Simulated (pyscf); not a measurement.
Structures and frequencies: ωB97X-D3(BJ)/def2-SVP in PySCF.

Question: For the elementary gas-phase step O=TaH(Cl)–Cl (SMILES [O]=[TaH]([Cl])[Cl]) + HCl (SMILES Cl) → O=Ta(Cl)(Cl)–Cl (SMILES [O]=[Ta]([Cl])([Cl])[Cl]) + H₂ (SMILES [H][H]) (singlet surface; H–Ta, Cl–H broken, Cl–Ta, H–H formed), what barrier and reaction energy does B3LYP-D3(BJ)/def2-TZVP give, measured from the separated reactants?

Answer: ΔE‡ = 0.01 eV, ΔE = -1.62 eV. ωB97M-D3(BJ)/def2-TZVP gives 0.09 eV and -1.51 eV. Zero-point energy shifts the barrier by +0.02 eV. It is a four-centre exchange, with an imaginary mode of 384i cm⁻¹. On the reactant side the descent ends in an adduct with a Cl–Ta contact, 0.30 eV under the separated species and 0.19 eV under the saddle at ωB97X-D3(BJ)/def2-TZVP. What is counted as formed (Cl–Ta) is already present as a longer contact in the reactant adduct; forming that adduct is a step of its own. At ωB97X-D3(BJ)/def2-TZVP the barrier from the zero used here is -0.12 eV. One saddle was located; it need not be the lowest between these sides. Elements past Kr carry the def2 core potentials, without spin-orbit coupling.
